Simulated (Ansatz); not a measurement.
**How far a parabola holds: energy against volume of zinc-blende InSb**

Zinc-blende InSb was calculated with PBE in Ansatz (plane waves, PAW). Numerical settings: plane-wave cutoff 520 eV, 10×10×10 k mesh, Fermi–Dirac smearing 0.01 eV, scalar-relativistic PAW data made under PBE. The cell has no free parameter but its volume, all volumes share cutoff and mesh, and the runs aren't spin-polarised. Energies are free energies at the run's smearing, counted from the lowest row; static lattice.

| V (Å³/atom) | E (meV/atom) |
|---|---|
| 34.312 | ? |
| 35.042 | 7.34 |
| 35.772 | 1.78 |
| 36.502 | 0.00 |
| 37.232 | 1.57 |
| 37.962 | 6.13 |

Taking a parabola for E over the 5 complete rows: With u = V - 36.5, the rows have u = -1.4580, -0.7280, 0.0020, 0.7320, 1.4620. Least squares gives E = -0.005 - 0.3729·u + 3.1619·u². Residuals (row less fit): 0.080, -0.162, 0.006, 0.154, -0.078; standard error 0.177 (degrees of freedom: 2). The fitted curve has its minimum at V = 36.6, where E = -0.02. Its curvature is d²E/dV² = 2 × 3.1619 meV/Å⁶, so B = V0·d²E/dV² × 0.1602 = 37.0 GPa.

Question: What does the fit predict for E at V = 34.312, and how far is the calculated value from it?

Answer: u = -2.1880, so E = -0.005 - 0.3729 × (-2.1880) + 3.1619 × (-2.1880)² = 15.948 meV/atom. The calculation gives 17.15 meV/atom, 1.202 meV/atom above the prediction (7.0 % of the range of E in the table). The row lies outside the fitted rows, so this is an extrapolation. From the scatter of the fitted rows alone, a prediction at this place has a standard error of 0.418 meV/atom, so the miss is 2.9 times that.

The residuals are curvature that a parabola lacks, not noise. A solid that stiffens under compression and softens on expansion lies above the parabola at the compressed end and under it at the expanded end, as this row does. A third-order Birch-Murnaghan fit to the whole scan has B0 = 36.7 GPa. Only scans are tabulated whose curvature falls smoothly with volume, and where the parabola meets the shown rows within 5 % of their range and misses the end by 0.1 meV or more.

Measured, for comparison: bulk modulus 46.1 GPa (0 K value with the zero-point phonon effect removed; as tabulated in Mejia-Rodriguez and Trickey (2018), arXiv:1807.09216). Computed less measured: bulk modulus -20 %.

Note: this level leaves the solid without a gap, although one is measured.

Spin–orbit coupling is not included.

Ansatz is a quantum-chemistry and plane-wave program.
